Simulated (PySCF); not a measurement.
Molecule: SMILES C#CC(C)C, C5H8.

Molfile (atoms numbered from 1):
```
C5H8
     RDKit          3D

 13 12  0  0  0  0  0  0  0  0999 V2000
    2.2105   -1.1387   -0.4458 C   0  0  0  0  0  0  0  0  0  0  0  0
    1.2090   -0.5964   -0.0329 C   0  0  0  0  0  0  0  0  0  0  0  0
   -0.0107    0.0593    0.4414 C   0  0  0  0  0  0  0  0  0  0  0  0
   -1.2458   -0.7920    0.1369 C   0  0  0  0  0  0  0  0  0  0  0  0
   -0.1374    1.4704   -0.1381 C   0  0  0  0  0  0  0  0  0  0  0  0
    3.0994   -1.6197   -0.8087 H   0  0  0  0  0  0  0  0  0  0  0  0
    0.0787    0.1490    1.5397 H   0  0  0  0  0  0  0  0  0  0  0  0
   -1.1577   -1.7951    0.5779 H   0  0  0  0  0  0  0  0  0  0  0  0
   -1.3767   -0.9091   -0.9498 H   0  0  0  0  0  0  0  0  0  0  0  0
   -2.1499   -0.3126    0.5423 H   0  0  0  0  0  0  0  0  0  0  0  0
   -0.2316    1.4317   -1.2342 H   0  0  0  0  0  0  0  0  0  0  0  0
    0.7428    2.0825    0.1050 H   0  0  0  0  0  0  0  0  0  0  0  0
   -1.0306    1.9707    0.2662 H   0  0  0  0  0  0  0  0  0  0  0  0
  1  2  3  0
  2  3  1  0
  3  4  1  0
  3  5  1  0
  1  6  1  0
  3  7  1  0
  4  8  1  0
  4  9  1  0
  4 10  1  0
  5 11  1  0
  5 12  1  0
  5 13  1  0
M  END
```

Geometry PBE0-D3(BJ)/def2-SVP throughout; GIAO in PySCF 2.14, gas phase, one conformer, non-relativistic; equivalent atoms averaged; functional PBE0.

For orientation, 6-311+G(2d,p) gives these absolute shieldings σ: C1 115.3, C2 93.9, C3 163.3, C4/C5 163.0, H6 29.76, H7 28.93, H8/H9/H10/H11/H12/H13 30.39 ppm.

A run gave: C1 128.0, C2 111.1, C3 172.3, C4/C5 172.4, H6 29.62, H7 28.86, H8/H9/H10/H11/H12/H13 30.20 ppm (absolute shieldings σ).

Which basis set was used in that run?
A. pcSseg-2
B. 6-31G
C. cc-pVTZ
D. 6-31G*
E. cc-pVDZ

## Answers

E. C2 tells them apart best: cc-pVDZ gives 111.1, 6-31G gives 115.6, cc-pVTZ gives 95.6, pcSseg-2 gives 88.2, 6-31G* gives 114.9 ppm.
